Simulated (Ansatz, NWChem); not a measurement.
How basis sets differ on NH3 (ammonia)

NH3, singlet, SMILES `N`. Each level relaxes the structure for itself.

Each level gives the zero-point energy at each level's own minimum (kJ/mol). The values are calculated.

| level | kind | program | value (kJ/mol) |
| --- | --- | --- | --- |
| HF/STO-3G | Hartree–Fock | Ansatz | 105.3 |
| HF/3-21G | Hartree–Fock | Ansatz | 94.6 |
| HF/6-31G* (spherical functions) | Hartree–Fock | NWChem | 97.0 |
| HF/6-31G* (Cartesian functions) | Hartree–Fock | Ansatz | 97.1 |
| HF/cc-pVTZ | Hartree–Fock | Ansatz | 95.8 |

Harmonic and unscaled. The values span 94.6 to 105.3 kJ/mol. Without the sets that lack polarisation functions the rows with a basis span only 95.8 to 97.1 kJ/mol.
